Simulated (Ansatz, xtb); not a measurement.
Molecule: C₂H₅O, charge -1, multiplicity 1. It need not be the lowest isomer of its formula. Whether it binds its extra electron was not tested at this geometry. 
Structure (B3LYP-D3(BJ)/def2-TZVP (Ansatz, an electronic-structure program) minimum search):
SMILES: [CH2-]OC
```xyz
8

C     -0.0124     1.3221    -0.1581
O      0.0041     0.0535     0.6105
C      0.0080    -1.0930    -0.1732
H      0.8612     1.2465    -0.8563
H     -0.8950     1.2316    -0.8430
H      0.0205    -1.9882     0.4770
H     -0.8820    -1.1537    -0.8304
H      0.8888    -1.1387    -0.8438
```
Charge -1, spin multiplicity 1.

Harmonic wavenumbers from GFN2-xTB (xtb, at its own minimum), cm⁻¹: 212, 359, 401, 803, 984, 1145, 1146, 1217, 1243, 1415, 1488, 1524, 1538, 2309, 2409, 2669, 2729, 2781.

Problem. Give the harmonic wavenumbers at B3LYP-D3(BJ)/def2-TZVP (Ansatz, finite differences of forces, unscaled).

Solution. 244, 330, 433, 770, 1006, 1110, 1163, 1198, 1219, 1426, 1444, 1447, 1493, 2712, 2735, 2853, 2865, 2897 cm⁻¹. Zero-point energy 39.1 kcal/mol.

Problem. From these and the geometry, give the ideal-gas thermochemistry at 298.15 K and 1 atm (rigid rotor, harmonic oscillator).

Solution. Point group Cs, rotational symmetry number 1. Rotational constants 39.96, 10.48, 9.258 GHz. S(trans) 37.34, S(rot) 21.94, S(vib) 4.46, S(elec, spin only) 0.00, S 63.7 cal/(mol K). H(298) - H(0) 3.24 kcal/mol; G - E(el) 23.3 kcal/mol.
